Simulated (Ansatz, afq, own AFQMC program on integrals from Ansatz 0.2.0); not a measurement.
Atomization energy of AlHO, singlet

```json
{"atom": "Al", "x (Å)": "0.0000", "y (Å)": "0.0000", "z (Å)": "1.4330"}
{"atom": "O", "x (Å)": "0.0000", "y (Å)": "0.0000", "z (Å)": "-0.2415"}
{"atom": "H", "x (Å)": "0.0000", "y (Å)": "0.0000", "z (Å)": "-1.1915"}
```

Connectivity, by distances: Al–OH.

Atoms in their ground-state spins without spin–orbit coupling (mostly on UHF) minus the molecule (RHF), without zero-point energy. The geometry is a stationary point, not shown to be a minimum.

Basis cc-pVDZ. Only valence electrons are correlated. Integrals, coupled cluster, full CI and functionals: Ansatz 0.2.0; the random walks run on the same integrals in our own AFQMC program. ph-AFQMC/CISD is guided by a CISD state made of CCSD amplitudes; releasing the constraint for a short imaginary time cuts its bias at the price of noise, slowly where states lie close. ± is one standard error of the sampling. The errors of all members are added in quadrature.

No full CI on the walks' own integrals is used here; CCSDT(Q) serves as the reference and is uncertain by about the last step of the cluster series. Each member takes its own surest rung, up to full CI.

The best estimate is CCSD(T) at the basis-set limit (CBS: def2-TZVPP and def2-QZVPP, with their diffuse functions for anions and beside diffuse sets, CCSD(T) itself extrapolated) plus the step from CCSD(T) to CCSDT(Q) in cc-pVDZ. Rows without CBS are in cc-pVDZ, the functionals in def2-TZVP; B2PLYP and the wave-function rows carry a basis error of their own. Core correlation and relativity beyond core potentials are missing, and ± holds the sampling alone.

Cautions: AlHO (singlet): the ph-AFQMC/HF walk drifts between its halves (2.2 errors).

```json
{"level": "B2PLYP", "atomization energy (eV)": "10.156"}
{"level": "r2SCAN", "atomization energy (eV)": "10.203"}
{"level": "B3LYP", "atomization energy (eV)": "10.164"}
```

**Question.** From these cheaper values, estimate the atomization energy at the level of the best estimate.

**Answer.** 10.430 eV (best estimate, highest rung CCSDT(Q)).

| level | atomization energy (eV) | error against the best estimate (eV) |
| --- | --- | --- |
| HF | 6.543 | -3.887 |
| MP2 | 9.391 | -1.039 |
| CCSD | 8.972 | -1.459 |
| CCSD(T) | 9.087 | -1.343 |
| ph-AFQMC/CISD | 9.100 ± 0.014 | -1.330 ± 0.014 |
| released AFQMC | 9.100 ± 0.013 | -1.330 ± 0.013 |
| HF/CBS | 7.071 | -3.359 |
| MP2/CBS | 10.779 | 0.349 |
| CCSD(T)/CBS | 10.412 | -0.018 |
| PBE | 10.364 | -0.067 |
| PBE0 | 10.007 | -0.424 |
| wB97M-V | 10.401 | -0.030 |
| surest rungs in cc-pVDZ | 9.105 | -1.325 |

Correlation beyond CCSD(T) adds 0.018 eV. Going to the basis-set limit adds 1.325 eV at CCSD(T). The perturbative (T) step is worth +0.116 eV. The functionals spread over 0.394 eV; wB97M-V and PBE come nearest and PBE0 is 0.424 eV too low.

Best estimates are given only where the step beyond CCSD(T) is under 0.3 eV and no member's determinant is very poor (T1 over 0.05, or 0.07 for open shells, ⟨S²⟩ too high by 0.3, two states mixed), so the hardest cases are missing from such tables.

The functionals ran in a triple-zeta set and keep a basis error of their own, a few kJ/mol for each bond in atomization energies and more for double hybrids, so close places among them and the extrapolated levels can swap.

Each member of a difference takes its own highest rung, so a best estimate needn't equal the limit plus the step of one row. A walk keeps the symmetry of its determinant, which the program's search chose and which needn't be the lowest solution, so a lower state of the same spin and another symmetry isn't excluded. Released energies are given only where the last usable release times agree within the noise; a slower fall can still hide under it.
